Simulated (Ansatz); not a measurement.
A calculation with Ansatz (development build ahead of 0.2.0).

```yaml
crystal:
  periodic: [false, false, false]
  atoms:
    - { symbol: F, position_ang: [-0.01385, 0.16749, -1.24279] }
    - { symbol: O, position_ang: [-0.01437, -0.52845, 0.20245] }
    - { symbol: O, position_ang: [-0.01464, 0.32183, 1.03587] }
basis:
  gaussian: { orbitals: cc-pVTZ }
magnetization:
  spin_polarized: true
  initial_magnetization: 1
hamiltonian:
  xc: hf
correlation:
  method: mp2
  frozen_orbitals: { F: 1, O: 1 }
output:
  forces: true
```

The input is written out in the form of the current development build from the run's settings.

Output:

| Quantity | Value |
| --- | --- |
| Converged | yes |
| Reference energy | -249.02985 hartree |
| Correlation energy | -0.65328 hartree |
| Total energy | -249.68314 hartree |
| Spin squared of the determinant | 1.481 |
| Stability test | minimum |
| Occupied orbitals by symmetry in an Abelian subgroup (alpha; beta) | 10 A' 3 A''; 10 A' 2 A'' |

Forces (eV/Å):
| atom | Fx | Fy | Fz |
| --- | --- | --- | --- |
| F1 | 0.001 | 0.448 | -1.647 |
| O2 | -0.001 | 2.115 | 3.573 |
| O3 | 0.001 | -2.563 | -1.926 |

Caution: the unrestricted determinant is spin contaminated.
